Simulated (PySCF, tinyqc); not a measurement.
RHF in the sto-6g basis, for CH+, spin multiplicity 1, step by step (part 2 of 2). The lowest restricted solution is unstable here: a spin-polarised one lies 0.0105 hartree lower (PySCF). Computed by tinyqc, a small Python program that keeps every step (integrals from PySCF). Command: `OMP_NUM_THREADS=1 python tinyqc.py 22641 22642 out.jsonl` (the two numbers bound the seeds that draw the settings). One thread of a shared host (Intel(R) Xeon(R) Processor @ 2.60GHz), about 0.09 s of CPU time with the checks.

Geometry (angstrom):

| atom | x | y | z |
|---|---|---|---|
| C | 0.000000 | 0.000000 | 0.000000 |
| H | 0.000000 | 0.000000 | 1.653000 |

## Convergence

Stop when the energy changes by less than 1e-08 hartree and every element of the error matrix X^T (F D S - S D F) X is below 3e-05.

Course of the cycle:

| iteration | E (hartree) | change | largest element of the error matrix |
|---|---|---|---|
| 1 | -37.43694487 | - | 2.88e-01 |
| 2 | -37.74723120 | -3.10e-01 | 7.67e-02 |
| 3 | -37.75315455 | -5.92e-03 | 1.70e-02 |
| 4 | -37.75346855 | -3.14e-04 | 5.39e-03 |
| 5 | -37.75349699 | -2.84e-05 | 1.64e-03 |
| 6 | -37.75349959 | -2.60e-06 | 4.98e-04 |
| 7 | -37.75349983 | -2.39e-07 | 1.51e-04 |
| 8 | -37.75349985 | -2.20e-08 | 4.59e-05 |
| 9 | -37.75349985 | -2.03e-09 | 1.39e-05 |

PySCF RHF in the same basis = -37.75349985 hartree

Converged in 9 iterations.

## Populations, bond orders and dipole

D after iteration 9:
```
            1C 1s      1C 2s    1C 2px    1C 2py     1C 2pz      2H 1s
1C 1s    2.122097  -0.501721  0.000000  0.000000   0.061245  -0.023011
1C 2s   -0.501721   2.067210  0.000000  0.000000  -0.289246   0.037010
1C 2px   0.000000   0.000000  0.000000  0.000000   0.000000   0.000000
1C 2py   0.000000   0.000000  0.000000  0.000000   0.000000   0.000000
1C 2pz   0.061245  -0.289246  0.000000  0.000000   1.171955   0.736714
2H 1s   -0.023011   0.037010  0.000000  0.000000   0.736714   0.487140
```

overlap S:
```
           1C 1s     1C 2s    1C 2px    1C 2py    1C 2pz     2H 1s
1C 1s   1.000000  0.243228  0.000000  0.000000  0.000000  0.017751
1C 2s   0.243228  1.000000  0.000000  0.000000  0.000000  0.228823
1C 2px  0.000000  0.000000  1.000000  0.000000  0.000000  0.000000
1C 2py  0.000000  0.000000  0.000000  1.000000  0.000000  0.000000
1C 2pz  0.000000  0.000000  0.000000  0.000000  1.000000  0.257591
2H 1s   0.017751  0.228823  0.000000  0.000000  0.257591  1.000000
```

Mulliken: Z minus the diagonal of D S on the atom; Loewdin: the same with S^(1/2) D S^(1/2); Mayer order: 2 sum_s sum (D(s) S)_ij (D(s) S)_ji over the two atoms.

Charges (e):

| atom | Mulliken | Loewdin |
|---|---|---|
| 1C | 0.684971 | 0.709529 |
| 2H | 0.315029 | 0.290471 |

Mayer bond orders:

| pair | order |
|---|---|
| 2-1 | 0.900757 |

dipole moment about the origin, x y z (debye): 0.000000  0.000000  3.128526
